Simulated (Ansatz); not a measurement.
Start from `NC1(F)C=C1` and change one atom or group to get `FC1(F)C=C1`.

Ansatz, PBE0-D4/def2-TZVP geometries, multiplicity 1. Each molecule was computed in one conformer, which needn't be the lowest.

| property | `NC1(F)C=C1` |
| --- | --- |
| HOMO–LUMO gap (PBE/def2-TZVPP) / eV | 4.71 |
| HOMO energy (PBE/def2-TZVPP) / eV | -6.00 |
| ideal-gas entropy at 298 K and 1 bar (rigid rotor, harmonic PBE0-D4/def2-TZVP) / J/(mol·K) | 293 |
| size of the dipole moment (ωB97M-V/def2-TZVPP) / D | 1.06 |
| LUMO energy (B3LYP/def2-TZVPP) / eV | -0.47 |
| size of the dipole moment (PBE/def2-TZVPP) / D | 0.97 |

Give the same properties after the change, and the shifts. (Estimate.)

The calculation gave: 
```json
{"property": "HOMO–LUMO gap (PBE/def2-TZVPP) / eV", "`FC1(F)C=C1`": "5.21", "shift": "0.50"}
{"property": "HOMO energy (PBE/def2-TZVPP) / eV", "`FC1(F)C=C1`": "-7.04", "shift": "-1.04"}
{"property": "ideal-gas entropy at 298 K and 1 bar (rigid rotor, harmonic PBE0-D4/def2-TZVP) / J/(mol·K)", "`FC1(F)C=C1`": "278", "shift": "-15"}
{"property": "size of the dipole moment (ωB97M-V/def2-TZVPP) / D", "`FC1(F)C=C1`": "2.93", "shift": "1.87"}
{"property": "LUMO energy (B3LYP/def2-TZVPP) / eV", "`FC1(F)C=C1`": "-1.02", "shift": "-0.55"}
{"property": "size of the dipole moment (PBE/def2-TZVPP) / D", "`FC1(F)C=C1`": "2.73", "shift": "1.76"}
```

With PBE0 the HOMO falls by 1.06 eV and the LUMO falls by 0.55 eV, so the gap widens by about 0.51 eV. PBE moves the HOMO by -1.04 eV and ωB97M-V by -0.97 eV. The zero-point energy changes by -64.8 kJ/mol with -6 modes. Dipoles are sizes alone; their direction can turn.

B3LYP here is the variant with VWN-RPA as its local correlation; programs differ in this.
